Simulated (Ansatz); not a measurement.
SrTl2 (P6_3/mmc)

Theory: DFT r2SCAN, scalar-relativistic, plane waves, PAW (Ansatz 0.2.0).

Plane waves to 500 eV, a k mesh through Γ of 12×12×6 on the computed 6-atom cell and Gaussian smearing (0.10 eV); no spin polarisation.

The structure is relaxed at this level of theory with its symmetry kept. Whether it is the stable form of this composition wasn't checked.

```yaml
crystal:
  lattice:
    - [5.12651, 0.00000, 0.00000]
    - [-2.56326, 4.43969, 0.00000]
    - [0.00000, 0.00000, 8.30682]
  atoms:
    - { symbol: Sr, position: [0.00000, 0.00000, 0.25000] }
    - { symbol: Sr, position: [0.00000, 0.00000, 0.75000] }
    - { symbol: Tl, position: [0.33333, 0.66667, 0.45086] }
    - { symbol: Tl, position: [0.66667, 0.33333, 0.95086] }
    - { symbol: Tl, position: [0.33333, 0.66667, 0.04914] }
    - { symbol: Tl, position: [0.66667, 0.33333, 0.54914] }
```

```
Space group                                                       : P6_3/mmc (No. 194)
Volume per atom                                                   : 31.51 Å³
Formation energy from the elements' standard states (uncorrected) : -0.450 eV/atom
Generalised Kohn–Sham band gap                                    : none (metal)
Density of states at the Fermi level                              : 1.01 states/eV per cell
Löwdin character within 0.5 eV of the Fermi level                 : Tl 6p 63 %, Tl 6s 18 %, unprojected 13 %
Bulk modulus                                                      : 33 GPa
Its pressure derivative                                           : 4.8
Bader charges (e)                                                 : Sr (2 in the cell) 1.36, Tl (4 in the cell) -0.68
```

Spin-orbit coupling is left out, which matters for the bands of heavy elements.